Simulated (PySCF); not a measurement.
A GIAO shielding run with PySCF 2.14 (density fitting, non-relativistic, gas phase) on `[BH3-]C=C`, [C$_{2}$H$_{6}$B]-:

```
{"job": {"kind": "nmr", "xc": "PBE0", "basis": "pcSseg-1"}, "charge": -1, "multiplicity": 1}
B      1.287394    -0.201224    -0.188119
C     -0.195321     0.348380     0.103493
C     -1.382562    -0.154789    -0.278713
H      1.266858    -1.247610    -0.870092
H      1.949654     0.679966    -0.785768
H      1.874893    -0.416250     0.898558
H     -0.273569     1.276683     0.704696
H     -1.435207    -1.073784    -0.879933
H     -2.349319     0.306815    -0.021867
```

Hardware: 1 thread of an x86-64 server CPU, shared host. The job also computes population analyses, field gradients.

Question: How large is the calculation?

Answer: 24 electrons, 81 basis functions and 414 auxiliary functions.

Question: How long does it take?

Answer: 2.9 s of wall time, with 13 SCF cycles and 5 response iterations. Times on a shared host scatter by some tens of per cent.

Question: And these other runs on the same molecule and hardware: GIAO shielding at PBE0/pcSseg-2; spin–spin coupling at B3LYP/pcJ-1?

Answer: PBE0/pcSseg-2: 192 functions, 8 s; B3LYP/pcJ-1: 141 functions, 7.3 s.
